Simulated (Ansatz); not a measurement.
Structure relaxation of Si2Mo

Computed with Ansatz, DFT r2SCAN, scalar-relativistic, plane waves, PAW. Cutoff 500 eV, Γ-centred k mesh, Gaussian smearing, no spin polarisation in the final step.

A relaxed cell is given with its space group left out.

```
CELL_PARAMETERS angstrom
-1.60090 1.60090 3.90927
1.60090 -1.60090 3.90927
1.60090 1.60090 -3.90927
ATOMIC_POSITIONS crystal
Si 0.33530 0.33530 0.00000
Si 0.66470 0.66470 0.00000
Mo 0.00000 0.00000 0.00000
```

The zero of energy is the elements' standard structures at the same level; no fitted shifts are applied.

Problem. What space group does it have?

Solution. I4/mmm (No. 139). Conventional cell: a = 3.202 Å, c = 7.819 Å. Si has 5 Si at 2.58–2.63 Å, 5 Mo at 2.60–2.62 Å and 4 Si at 3.20 Å; Mo is coordinated by 10 Si at 2.60–2.62 Å and 4 Mo at 3.20 Å.

Problem. What is its formation energy per atom?

Solution. -0.47 eV/atom.

Problem. Is it a metal?

Solution. Yes, bands cross the Fermi level on the 20×20×20 mesh.

The final run used a 20×20×20 mesh on its 3-atom cell and 0.10 eV smearing. The k mesh leaves about 4 meV/atom of noise in metals.

Cost: 2 runs of about 4.6 core-minutes in all, on Arm Neoverse V1 (shared hosts).